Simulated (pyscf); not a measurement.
**Four-centre exchange: H₃C–ZnH + H₂Se → methane (CH₄) + HZn–SeH**

Gas phase, singlet surface, charge 0. Bonds broken: C1–Zn2, Se7–H8. Bonds formed: C1–H8, Zn2–Se7. PySCF, gas phase, ωB97X-D3(BJ)/def2-SVP geometries.

Transition state (Å):

```xyz
9

C      0.5023     0.8373    -0.1296
Zn    -0.0157    -0.7649     1.1277
H      1.1014     1.4523     0.5651
H     -0.0823     1.5490    -0.7371
H      1.1877     0.3299    -0.8316
H      0.6077    -1.8411     2.0413
Se    -2.5084    -0.2796     0.5449
H     -1.0083     0.4123     0.0902
H     -2.5878     0.6130     1.7076
```

One imaginary mode, 1207i cm⁻¹; descent along it reached the two sides named, in the forms told below.

```tsv
bond	change	reactant side (Å)	saddle	product side
C1–Zn2	breaks	1.963	2.102	3.0
Se7–H8	breaks	1.465	1.713	3.2
C1–H8	forms	3.6	1.585	1.099
Zn2–Se7	forms	2.9	2.6	2.289
```

Electronic energies relative to the separated reactants (kJ/mol):

```
level                   barrier  reaction energy  reverse barrier
----------------------  -------  ---------------  ---------------
ωB97X-D3(BJ)/def2-TZVP     59.7           -147.2            206.9
PBE/def2-TZVP              50.9           -132.4            183.3
r²SCAN/def2-TZVP           46.7           -139.0            185.7
B3LYP-D3(BJ)/def2-TZVP     67.0           -138.1            205.0
PBE0-D3(BJ)/def2-TZVP      50.2           -139.3            189.6
M06-2X/def2-TZVP           54.6           -149.2            203.8
ωB97M-D3(BJ)/def2-TZVP     75.1           -134.2            209.3
HF/def2-TZVP              129.9           -158.1            288.0
```

With ωB97M-D3(BJ)/def2-TZVP energies and thermal terms (ideal gas, 1 atm, RRHO with modes under 100 cm⁻¹ raised to 100, one conformer, R ln 2 for chiral ones without a mode under 150 cm⁻¹), in kJ/mol:

| T (K) | ΔH‡ | ΔG‡ | ΔH | ΔG |
|---|---|---|---|---|
| 298 | 71.5 | 110.4 | -124.6 | -123.3 |
| 600 | 74.1 | 148.9 | -125.5 | -121.8 |
| 900 | 77.4 | 185.6 | -126.7 | -119.7 |
| 1200 | 80.7 | 221.1 | -127.8 | -117.2 |

On the reactant side the descent ends in a complex, 24.4 kJ/mol under the separated species and 84.1 kJ/mol under the saddle at ωB97X-D3(BJ)/def2-TZVP. One saddle was located; it need not be the lowest between these sides. Elements up to Kr have no core potential and no relativistic terms here.
